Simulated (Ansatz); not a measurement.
# C4H6O: basis-set convergence

How large a basis does C4H6O need? Two functionals are run in growing sets.

Program: Ansatz 0.2.0, Gaussian basis. Level of theory: one geometry, several basis sets. These are calculated values, not measurements.

Levels to be run: PBE0-D4/def2-SVP; ωB97M-V/def2-SVP; PBE0-D4/def2-QZVPP; ωB97M-V/def2-QZVPP; the functionals' def2-TZVPP values are taken from earlier runs.

### Step 1. The relaxed structure

The geometry comes from an earlier relaxation with PBE0-D4 in a triple-zeta def2 set; it is a stationary point, not always the lowest conformer.

SMILES `CC1(O)C=C1`, 11 atoms, charge 0, spin multiplicity 1.

Atoms are counted from 1 here; the program's logs count them from 0.

Bond lengths: C1–C2 1.502 Å, C1–H6 1.090 Å, C1–H7 1.093 Å, C1–H8 1.093 Å, C2–O3 1.410 Å, C2–C4 1.479 Å, C2–C5 1.479 Å, O3–H9 0.961 Å, C4–C5 1.302 Å, C4–H10 1.080 Å, C5–H11 1.080 Å. Angles: C2–C1–H6 110.6°, C2–C1–H7 110.3°, C2–C1–H8 110.3°, H6–C1–H7 108.9°, H6–C1–H8 108.9°, H7–C1–H8 107.7°, C1–C2–O3 107.9°, C1–C2–C4 123.9°, C1–C2–C5 123.9°, O3–C2–C4 119.8°, O3–C2–C5 119.8°, C4–C2–C5 52.2°, C2–O3–H9 107.9°, C2–C4–C5 63.9°, C2–C4–H10 148.0°, C5–C4–H10 148.1°, C2–C5–C4 63.9°, C2–C5–H11 148.0° and more.

### Step 2. PBE0-D4 in def2-SVP

Input file in.yaml:

```yaml
crystal:
  periodic: [false, false, false]
  atoms:
    - {symbol: C, position_ang: [-1.365588, -0.297422, -0.044543]}
    - {symbol: C, position_ang: [0.106298, -0.113551, 0.190659]}
    - {symbol: O, position_ang: [0.455481, -0.840133, 1.347331]}
    - {symbol: C, position_ang: [0.850851, 1.116258, -0.158410]}
    - {symbol: C, position_ang: [1.098796, 0.068962, -0.891145]}
    - {symbol: H, position_ang: [-1.683192, 0.247728, -0.933021]}
    - {symbol: H, position_ang: [-1.934830, 0.063734, 0.815484]}
    - {symbol: H, position_ang: [-1.598892, -1.356830, -0.176199]}
    - {symbol: H, position_ang: [1.397460, -0.721504, 1.497016]}
    - {symbol: H, position_ang: [1.070928, 2.148609, 0.068764]}
    - {symbol: H, position_ang: [1.667888, -0.372850, -1.695337]}
basis:
  gaussian: {orbitals: def2-SVP}
hamiltonian: {xc: pbe0, dispersion: d4}
output: {orbitals: {seedname: orbitals}}
```

The run is started by

```
ansatz run in.yaml --threads 4 --pin off --events-out ev --progress --plain --max-ram 10444MiB
```

After this run come: ωB97M-V in def2-SVP; PBE0-D4 in def2-QZVPP; ωB97M-V in def2-QZVPP.

**Question.** What will the summary of the whole plan be? Wanted: PBE0-D4: double and triple zeta above quadruple; ωB97M-V: double and triple zeta above quadruple.

The runs gave:

```
                                       quantity          value
PBE0-D4: double and triple zeta above quadruple  7.43, 0.36 eV
ωB97M-V: double and triple zeta above quadruple  7.71, 0.34 eV
```

**Reading.** For PBE0-D4 the step from double to triple zeta gains 7.07 eV and the next only 0.36 eV. Total energies overstate the basis error of differences, where much of it tends to cancel. The LUMO of ωB97M-V is positive and keeps falling with the basis (2.37 to 1.82 eV): an unbound level that the basis holds in place.
